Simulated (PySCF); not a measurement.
**How methods differ on the electron affinity of Al**

Al⁻ [Ne] 3s2 3p2 (3P) → Al [Ne] 3s2 3p1 (2P), as a difference of total energies. All numbers are calculated (PySCF 2.14, the non-relativistic Hamiltonian (point nucleus), in def2-TZVPPD). Correlated levels: valence: [Ne] frozen. The calculations carry no spin-orbit coupling.

```tsv
method	electron affinity (eV)
UHF	-0.278
MP2 (valence)	0.048
SCS-MP2 (valence)	-0.029
CCSD (valence)	0.073
CCSD(T) (valence)	0.114
CCSDT (valence)	0.125
```

Errors of the correlated levels include the incompleteness of this basis and the frozen core.

A negative affinity means that the anion lies above the atom at that level of theory.

For comparison: 0.433 eV (measured; photodetachment measurements, as compiled on the Wikipedia data page of electron affinities).
